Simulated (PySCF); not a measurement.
Thionylimide, HNOS.
Numbering: `[NH:1]=[S:2]=[O:3]` (hydrogens: H4 on N1)

The closed-shell ground state was solved at several levels (PySCF, density fitting, gas phase, non-relativistic). Isolated species at its PBE0-D3(BJ)/def2-TZVP geometry, gas phase.

```csv
level,basis functions,HOMO (eV),LUMO (eV),gap (eV),dipole (D)
KT3/pcSseg-2,129,-7.54,-3.64,3.90,0.83
wB97X-D/pcSseg-2,129,-10.92,-0.92,10.00,0.87
PBE0/pcSseg-2,129,-8.99,-2.73,6.26,0.87
```

(1) What might B97-2/pcSseg-2 (129 basis functions) give for the same quantities?

(2) Over all these levels, which gives the widest orbital gap and which the narrowest?

(3) In the pcSseg-2 basis, how does the gap go with the fixed share of exact exchange?

(4) How far do the dipole and the HOMO energy spread over the levels?

Results:

(1) HOMO -8.70 eV, LUMO -2.81 eV, gap 5.89 eV, dipole 0.87 D.

(2) wB97X-D/pcSseg-2 (range-separated hybrid) has the widest, 10.00 eV, and KT3/pcSseg-2 (GGA) the narrowest, 3.90 eV. From the narrowest to the widest the HOMO moves by -3.38 eV and the LUMO by +2.72 eV.

(3) KT3 (0 %) 3.90 eV; B97-2 (21 %) 5.89 eV; PBE0 (25 %) 6.26 eV. Each rise in the share widens the gap here.

(4) The dipole runs from 0.83 to 0.87 D (mean 0.86 D) and the HOMO from -10.92 to -7.54 eV.
